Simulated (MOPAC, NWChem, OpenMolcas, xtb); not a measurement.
# BNH3F (SMILES NBF): the dipole moment, rung by rung

BNH3F has 6 atoms, charge 0, and is taken as a singlet. SMILES: `NBF`. The shape is that of a PBE0-D4/def2-TZVP optimisation.

Each level gives the dipole moment (D). The values are calculated.

```tsv
level	kind	program	value (D)	CPU time
GFN2-xTB	semi-empirical	xtb	2.88	under 2 s
MNDO	semi-empirical	MOPAC	2.52	under 2 s
PM6	semi-empirical	MOPAC	2.84	under 2 s
PM7	semi-empirical	MOPAC	3.23	under 2 s
HF/ANO-RCC-MB (DKH2)	Hartree–Fock	OpenMolcas	2.81	3.9 s
HF/pcseg-1	Hartree–Fock	NWChem	2.52	6.9 s
SVWN5/STO-3G	LDA	NWChem	1.97	1.7 s
SVWN5/3-21G	LDA	NWChem	2.72	1.8 s
SVWN5/6-31G	LDA	NWChem	2.78	2.2 s
SVWN5/6-31G* (spherical functions)	LDA	NWChem	2.47	3.3 s
```

The values span 1.97 to 3.23 D. Magnitudes only. Sets without polarisation functions give poor dipoles. Times are those of the runs behind each value, whatever else they computed, on shared processors of several kinds: orders of magnitude only.
